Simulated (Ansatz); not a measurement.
We consider rutile SnO2, described by r²SCAN+SOC (Ansatz, an electronic-structure program, PAW).

Numerical settings: plane-wave cutoff 560 eV, 8×8×10 k mesh (along the axes of the cell as run), Fermi–Dirac smearing 0.01 eV, PAW data made under PBE.

Shape and atoms are relaxed at each volume.

Pressure at four volumes; x = ln(V/12.083 Å³). One pressure is withheld.

```tsv
V (Å³/atom)	x	P (GPa)
11.600	-0.0408	?
11.842	-0.0201	4.32
12.083	0.0000	0.00
12.567	0.0393	-7.17
```

Problem. Pass a parabola P(x) through the three rows shown, estimate the bulk modulus and its pressure derivative near zero pressure, and predict the withheld pressure.

Solution. Slopes between the rows: (0.00 − (4.32))/(0.0000 − (-0.0201)) = -214.93 and (-7.17 − (0.00))/(0.0393 − (0.0000)) = -182.44 GPa. Their difference over the span 0.0594 is c = 32.49/0.0594 = 547.0 GPa, so P(x) = 4.32 + (-214.93)(x − (-0.0201)) + 547.0 (x − (-0.0201))(x − (0.0000)). At the middle row B = −dP/dx = −[-214.93 + 547.0 × 0.0201] = 203.9 GPa, and B′ = dB/dP = 2c/B = 5.4. At x = -0.0408 the parabola gives 9.23 GPa; the run gives 9.21 GPa. The Birch–Murnaghan fit to the energies at all volumes has B0 = 203 GPa and B′ = 5.2.

Measured, for comparison: bulk modulus 212 GPa (temperature not stated, no zero-point or thermal correction, from measured elastic constants; as tabulated in Toher et al. (2017), arXiv:1611.05714). Computed less measured: bulk modulus -4.2 %.
